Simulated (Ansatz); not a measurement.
Relaxation of CH5BF (8 atoms, charge 0, multiplicity 2), to a largest force component of 0.03 eV/Å in at most 50 steps.

Computed with UKS PBE/6-31G* (Ansatz 0.2.0).

```xyz
8
Properties=species:S:1:pos:R:3
B 0.037 0.000 -0.443
H 0.051 0.002 1.952
F 1.139 -0.001 -1.167
H -1.052 0.000 -0.989
C -0.002 0.000 3.061
H -0.580 -0.874 3.399
H 1.015 -0.049 3.478
H -0.496 0.922 3.406
```

Task: Where does it end, and by what steps?

Result: The forces met the threshold. After 2 steps the energy has fallen by 0.028 eV; H4 moved furthest, 0.26 Å.

```tsv
step	energy less start (eV)	largest force component (eV/Å)	accepted
0	0.0000	0.193	yes
1	-0.0258	0.146	yes
2	-0.0280	0.025	yes
```

```xyz
8
Properties=species:S:1:pos:R:3
B 0.035 0.000 -0.700
H 0.053 0.002 2.109
F 1.144 -0.002 -1.408
H -1.053 0.000 -1.247
C -0.003 0.000 3.211
H -0.581 -0.874 3.548
H 1.014 -0.049 3.629
H -0.497 0.921 3.554
```

Run time: 6.9 s on 1 thread of Arm Neoverse V1, on a shared host, peak memory 0.13 GiB.
